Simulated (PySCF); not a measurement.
# C₂H₂F−, a complex of two parts: interaction energy

An exercise on one series of results from a longer session: the logs are not shown, and one member is left open.

Programs: PySCF 2.14.0. All values are calculated, for the isolated system unless a continuum is named. Atoms count from 0, parts from 1.

## Starting point

5 atoms, charge -1, multiplicity 1; geometry: GFN2-xTB. Parts: 1 = atoms 0–3, `C#C`, charge 0; 2 = atom 4, `[F-]`, charge -1.

The first run:

What the job is given:

```
{"job": {"xc": "PBE0", "basis": "def2-TZVPD", "d3": "d3bj", "grid": 3, "kind": "geom", "shake": 0.01}, "charge": -1, "multiplicity": 1, "parts": [{"atoms": "0-3", "charge": 0, "multiplicity": 1}, {"atoms": "4-4", "charge": -1, "multiplicity": 1}]}
C     -0.594889     0.013590     0.033674
C      0.541552    -0.087291    -0.234487
H     -1.661021     0.144297     0.251545
H      1.641762    -0.191774    -0.474746
F      3.214538    -0.369372    -0.843891
```

Launch:

```sh
OMP_NUM_THREADS=1 python cluster_run.py task.json out
```

This one command runs all jobs of the session in turn.

Steps of the session up to this table: Geometry optimisation at PBE0-D3(BJ)/def2-TZVPD; Coupled-cluster interaction energy: CCSD(T) and MP2, 1.17 Å; Coupled-cluster interaction energy: CCSD(T) and MP2, 1.23 Å; Coupled-cluster interaction energy: CCSD(T) and MP2, 1.29 Å; Coupled-cluster interaction energy: CCSD(T) and MP2, 1.11 Å; Coupled-cluster interaction energy: CCSD(T) and MP2, 1.46 Å; Coupled-cluster interaction energy: CCSD(T) and MP2, 1.05 Å; Coupled-cluster interaction energy: CCSD(T) and MP2, 1.76 Å; Coupled-cluster interaction energy: CCSD(T) and MP2, 2.34 Å.

One table of the session follows, with a row left open; its other results are not shown here.

It belongs to the step «Coupled-cluster interaction energy: CCSD(T) and MP2, 2.34 Å». 

```
                 method  interaction energy (kcal/mol)
         HF/aug-cc-pVDZ                         -17.59
        MP2/aug-cc-pVDZ                              ?
       CCSD/aug-cc-pVDZ                         -16.52
    CCSD(T)/aug-cc-pVDZ                         -16.73
         HF/aug-cc-pVQZ                         -17.57
        MP2/aug-cc-pVQZ                         -17.34
    SCS-MP2/aug-cc-pVQZ                         -16.84
      MP2, extrapolated                         -17.40
CCSD(T), limit estimate                         -17.17
```

**Question.** Estimate the row for MP2/aug-cc-pVDZ.

**Answer.** interaction energy (kcal/mol): -16.96. In the column «interaction energy (kcal/mol)» it lies between CCSD(T), limit estimate (-17.17) and SCS-MP2/aug-cc-pVQZ (-16.84).
